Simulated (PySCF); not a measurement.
phosphine cation (H3P), SMILES P (connectivity only; charge and spin as stated), charge +1, multiplicity 2. Atoms are numbered in the order given.

```xyz
4

P      0.0000     0.0000     0.0622
H     -1.1826    -0.6828    -0.3109
H      0.0000     1.3655    -0.3109
H      1.1826    -0.6828    -0.3109
```
Charge +1, spin multiplicity 2.

The structure is a stationary point at PBE-D3(BJ)/def2-TZVPD. The multiplicity is an assumed one; other spin states were not compared.

Calculation: PySCF with PBE0/pcH-1.

Unrestricted Kohn–Sham, ⟨S²⟩ = 0.753. Hyperfine tensors hold the contact and dipolar terms, without spin-orbit corrections.

Computed hyperfine couplings:
```csv
nucleus,A(iso) (MHz),A(iso) (G),dipolar principal values (MHz)
31P no. 1,1059.2,378.0,"-325.6, -325.6, 651.2"
1H no. 2,-0.6,-0.2,"-15.3, -0.2, 15.4"
1H no. 3,-0.6,-0.2,"-15.3, -0.2, 15.4"
1H no. 4,-0.6,-0.2,"-15.3, -0.2, 15.4"
```

Task: And the g tensor (effective nuclear charges for spin-orbit coupling, GIAO)? (Estimate from the structure and the level; the computed values follow.)

Result: principal values 2.0023, 2.0084, 2.0084; isotropic 2.0064.
